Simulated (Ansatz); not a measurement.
Base system: InAs in the zinc blende structure (space group F-43m, No. 216; a = 6.109 Å).

All numbers come from Ansatz (a first-principles code), r2SCAN, PAW, cutoff 500 eV, without spin-orbit coupling.

One thing is altered: every As is replaced by P, then cell and atoms are relaxed.

Measured lattice parameter a: InAs 6.047 Å (static lattice; corrected from measurement; as listed in Daniel Mejia-Rodriguez, S. B. Trickey, Phys. Rev. B (2018)); InP 5.858 Å (static lattice; corrected from measurement; as listed in Daniel Mejia-Rodriguez, S. B. Trickey, Phys. Rev. B (2018)).

Question: How well does r2SCAN reproduce the measured shift?

Answer: With r2SCAN the lattice parameter a moves by -0.202 Å (6.109 → 5.907) against -0.189 Å measured.

No phonon test of stability was made.
